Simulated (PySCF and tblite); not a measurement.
Values are calculated unless marked as measured or tabulated.
System: C₃H₉O (charge +1), numbered as in [CH3:1][O+:2]([CH3:3])[CH3:4].

Geometries: PBE0-D3(BJ)/def2-SVP; energies: PBE0/pcSseg-1 + D3(BJ); zero-point and thermal terms from GFN2-xTB harmonic modes (soft modes blended into free rotors). Rate constants are transition-state-theory values, counting equivalent paths, without tunnelling. (PySCF 2.14 with density fitting, tblite 0.8.)

The ion is treated without a counter-ion.

Q: Estimate the barrier and the room-temperature rate of the pyramidal inversion at O2.

A: The electronic barrier is 1.9 kcal/mol and ΔG‡(298 K) 2.1 kcal/mol, over a Cs saddle with an imaginary mode of 212i cm⁻¹ (GFN2-xTB). With 6 equivalent paths, k is 1.1×10¹² s⁻¹, a mean lifetime of the start of under a picosecond against this motion.
